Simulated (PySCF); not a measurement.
Compound: cyclopentadienethione, C₅H₄S.
Structure used (PBE0-D3(BJ)/def2-SVP), in Å, numbered top down from 1:
```xyz
10
C5H4S angstrom
S      2.7723   -0.1809    0.2005
C      1.1547   -0.0751    0.0822
C      0.1959   -1.1996    0.0675
C     -1.0424   -0.6759   -0.0409
C     -0.9417    0.8052   -0.1014
C      0.3567    1.1638   -0.0290
H      0.4922   -2.2446    0.1355
H     -1.9817   -1.2295   -0.0798
H     -1.7979    1.4755   -0.1902
H      0.7919    2.1612   -0.0444
```

Computed, not measured: core-valence-separated Tamm–Dancoff BHandHLYP/aug-pcX-1 (pcseg-1 on H, def2-SVPD on S) in PySCF, non-relativistic, gas phase, PBE0-D3(BJ)/def2-SVP geometry. BHandHLYP without relativity tends to put these K edges a few eV too low, so spacings mean more than positions.

The lowest roots of each edge with f over 0.003 (five at most, numbered afresh; weaker and dark ones are left out), with transition dipoles (au) in the frame of the coordinates:

```
root  edge  E (eV)       f       μx       μy       μz
   1     C  281.54  0.0487  -0.0057   0.0038   0.0837
   2     C  281.65  0.0778   0.0072  -0.0048  -0.1058
   3     C  281.75  0.0766  -0.0074   0.0047   0.1050
   4     C  285.15  0.0255  -0.0041   0.0028   0.0602
   5     C  285.15  0.0433   0.0055  -0.0035  -0.0784
```

What is the unit vector of the normal of the molecular plane, and which share of each root's |μ|² lies along it?

(-0.07, 0.05, 1.00), up to sign.

```
root  core hole on  share along it  final orbital under reflection in the plane
   1         C3/C6            1.00                                          odd
   2         C4/C5            1.00                                          odd
   3            C2            1.00                                          odd
   4         C3/C6            1.00                                          odd
   5         C3/C6            1.00                                          odd
```

The 1s orbitals of atoms in the plane are even under the reflection, so light polarised along the normal reaches odd orbitals alone (the out-of-plane π set) and light polarised in the plane even ones.

For fixed molecules, how does the intensity of root 1 change when the electric field is turned 20° away from the normal of the molecular plane?

Intensity goes as (E·μ)², and μ lies along that direction, so it falls to cos²20° = 0.88 of its maximum; it vanishes at 90°.

Molecules are fixed in this frame and the field points along x. What effective strengths 3 f cos²θ do the roots have (θ between field and μ)?

root 1 (C3/C6): 0.001, root 2 (C4/C5): 0.001, root 3 (C2): 0.001, root 4 (C3/C6): 0.000, root 5 (C3/C6): 0.001. Averaged over all orientations cos²θ is 1/3, which gives f back. For degenerate partners only the sum has meaning, as the program may mix them freely.

